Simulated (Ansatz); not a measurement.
We consider rock-salt ZrC, described by BLYP in Ansatz (PAW).

Settings: plane-wave cutoff 520 eV, 20×20×20 k mesh, Fermi–Dirac smearing 0.05 eV, scalar-relativistic PAW data made under PBE.

Computed points:

```csv
V (Å³/atom),E − E_lowest (meV/atom)
12.680,34.78
12.949,14.92
13.219,3.60
13.489,0.00
13.759,3.36
14.028,13.01
14.298,28.34
```

Problem. Fit the third-order Birch–Murnaghan equation and give B0 and B′.

Solution. V0 = 13.489 Å³/atom, B0 = 207 GPa, B′ = 4.1 (fit to the energies at full precision).

Measured, for comparison: bulk modulus 223 GPa (temperature not stated, no zero-point or thermal correction, from single-crystal elastic constants, our sources range from 208 to 223; as tabulated in arXiv:1102.4063); equilibrium volume per atom 12.95 Å³/atom (temperature not stated, no zero-point or thermal correction; as tabulated in Zhang et al. (2018), doi:10.1088/1367-2630/aac7f0). Computed (rounded) less measured: bulk modulus -7 % (-0.5 % to -7 % over the range), equilibrium volume per atom +4.2 %.

The computed numbers hold no vibrational or temperature effects.

Computing time: about 70 core-seconds (a rough figure).

Ansatz is a first-principles code.
